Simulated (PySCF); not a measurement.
Numbering as in the mapped SMILES `[CH:1]#[C:2][C:3]1=[CH:4][C@@H:5]1[F:6]` (H(Xn): hydrogen on atom n).

Geometry: GFN2-xTB; GIAO absolute shieldings from PySCF 2.14.0 with density-fitted response routines, gas phase, non-relativistic, averaged over equivalent atoms.

At B97-2/pcSseg-1 (117 basis functions, roughly 17 core-seconds):
| atoms | σ (ppm) |
| --- | --- |
| C4 | 57.7 |
| C3 | 62.3 |
| C1 | 79.9 |
| C2 | 113.3 |
| C5 | 116.9 |
| F6 | 338.5 |
| H(C4) | 24.21 |
| H(C5) | 26.72 |
| H(C1) | 27.82 |

What do these become at X3LYP/pcSseg-1?

Answers


```
atoms  σ at X3LYP/pcSseg-1  change
   C4                 50.6    -7.1
   C3                 54.1    -8.2
   C1                 74.0    -5.9
   C2                107.8    -5.5
   C5                111.4    -5.5
   F6                335.0    -3.5
H(C4)                24.22   +0.01
H(C5)                26.68   -0.04
H(C1)                27.85   +0.03
```

The largest change is at C3 (fully substituted alkene carbon). Cost: 117 basis functions, of the order of 18 core-seconds. The order of the carbon signals is the same at both levels.
